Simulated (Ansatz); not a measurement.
I need harmonic frequencies at the relaxed geometry of C4H4, SMILES C#C[C]C. Use Ansatz 0.2.0, Python API. Use (for the species named): PBE, 6-31G* basis, multiplicity 3.

```yaml
atoms:
  - { symbol: C, position_ang: [1.9669, 0.1707, 0.9268] }
  - { symbol: C, position_ang: [1.0521, -0.3600, 0.3482] }
  - { symbol: C, position_ang: [-0.0604, -1.0069, -0.3559] }
  - { symbol: C, position_ang: [-1.2139, -0.0360, -0.5493] }
  - { symbol: H, position_ang: [2.7698, 0.6368, 1.4348] }
  - { symbol: H, position_ang: [-0.8865, 0.8349, -1.1564] }
  - { symbol: H, position_ang: [-2.0367, -0.5542, -1.0831] }
  - { symbol: H, position_ang: [-1.5912, 0.3147, 0.4349] }
```

`freq_c4h4.py`:
```python
import ansatz as az
import numpy as np

params = {
    'basis': '6-31G*',
    'functional': 'pbe',
}

GEOMETRY = '''
C     1.96690    0.17070    0.92680
C     1.05210   -0.36000    0.34820
C    -0.06040   -1.00690   -0.35590
C    -1.21390   -0.03600   -0.54930
H     2.76980    0.63680    1.43480
H    -0.88650    0.83490   -1.15640
H    -2.03670   -0.55420   -1.08310
H    -1.59120    0.31470    0.43490
'''

geometry = az.Crystal.molecule()
for line in GEOMETRY.strip().splitlines():
    symbol, *xyz = line.split()
    geometry = geometry.atom(symbol, [float(v) for v in xyz])

calc = (
    geometry.calculation()
    .basis(gaussian=params['basis'])
    .functional(params['functional'])
    .spin('collinear', total=2)
)
symbols = [site.symbol for site in geometry.cartesian_sites]
start = np.array([site.position_ang for site in geometry.cartesian_sites], dtype=float)
data = calc.relax(force_tolerance=0.003).run().report
end = np.array(data['positions_ang'])

print('final positions (A) and the move of each atom')
for symbol, xyz, old in zip(symbols, end, start):
    print(f'{symbol:2s} {xyz[0]:10.5f} {xyz[1]:10.5f} {xyz[2]:10.5f}   {np.linalg.norm(xyz - old):7.4f}')

minimum = az.Crystal.molecule()
for symbol, xyz in zip(symbols, end):
    minimum = minimum.atom(symbol, xyz.tolist())
vibrating = (
    minimum.calculation()
    .basis(gaussian=params['basis'])
    .functional(params['functional'])
    .spin('collinear', total=2)
    .phonons(temperatures=(298.15, 498.15, 100))
)
vib = vibrating.run().report['vibrations']
sums = vib['harmonic_sums']
modes = [m['omega_inv_cm'] for m in sums['modes_at_gamma'] if m['rigid_motion'] == 'no']
for number, w in enumerate(modes, start=1):
    print(f'mode {number:2d} {w:9.1f} 1/cm {w / 8065.544 * 1000:8.2f} meV')
print('imaginary modes:', sum(w < 0 for w in modes), ' zero-point energy:', round(sums['zero_point_energy_ev'], 4), 'eV')
print('T (K)   F_vib (eV)   S_vib (meV/K)   C_vib (meV/K)')
for row in zip(sums['temperatures_k'], sums['vibrational_free_energy_ev'], vib['entropy_ev_per_k'], vib['heat_capacity_ev_per_k']):
    print(f'{row[0]:6.1f} {row[1]:11.4f} {1000 * row[2]:13.4f} {1000 * row[3]:15.4f}')
```

```console
$ python freq_c4h4.py
final positions (A) and the move of each atom
C     2.32341   -0.17157    0.97250    0.4963
C     1.13026   -0.05558    0.48226    0.3417
C    -0.03840   -0.04281   -0.03107    1.0176
C    -1.36888    0.00523   -0.60449    0.1696
H     3.19075    0.21469    1.48356    0.5981
H    -1.44524    0.76440   -1.40789    0.6168
H    -1.65482   -0.96813   -1.04923    0.5642
H    -2.13697    0.25376    0.15438    0.6167
mode  1       7.7 1/cm     0.96 meV
mode  2     102.2 1/cm    12.68 meV
mode  3     141.4 1/cm    17.54 meV
mode  4     385.7 1/cm    47.82 meV
mode  5     407.6 1/cm    50.53 meV
mode  6     457.4 1/cm    56.71 meV
mode  7     793.8 1/cm    98.42 meV
mode  8     997.2 1/cm   123.64 meV
mode  9     997.6 1/cm   123.69 meV
mode 10    1378.4 1/cm   170.90 meV
mode 11    1440.1 1/cm   178.54 meV
mode 12    1441.7 1/cm   178.75 meV
mode 13    1454.8 1/cm   180.38 meV
mode 14    1878.7 1/cm   232.93 meV
mode 15    2936.1 1/cm   364.03 meV
mode 16    2994.2 1/cm   371.23 meV
mode 17    2998.2 1/cm   371.73 meV
mode 18    3344.9 1/cm   414.71 meV
imaginary modes: 0  zero-point energy: 1.4976 eV
T (K)   F_vib (eV)   S_vib (meV/K)   C_vib (meV/K)
 298.1      1.3581        0.7766          0.5191
 398.1      1.2719        0.9434          0.6384
 498.1      1.1698        1.0983          0.7459
```

Notes:
- The frequencies are harmonic and unscaled, in a modest basis. The result belongs to the one conformer reached from this start, and soft torsions count as harmonic oscillators.
- The species is open-shell (spin multiplicity 3).
- It ran for 48 s on 1 thread of Intel(R) Xeon(R) 6975P-C (Granite Rapids) (shared host), peak memory 0.21 GiB.

(Lines on the test bed's own set-up are left out of the output.)
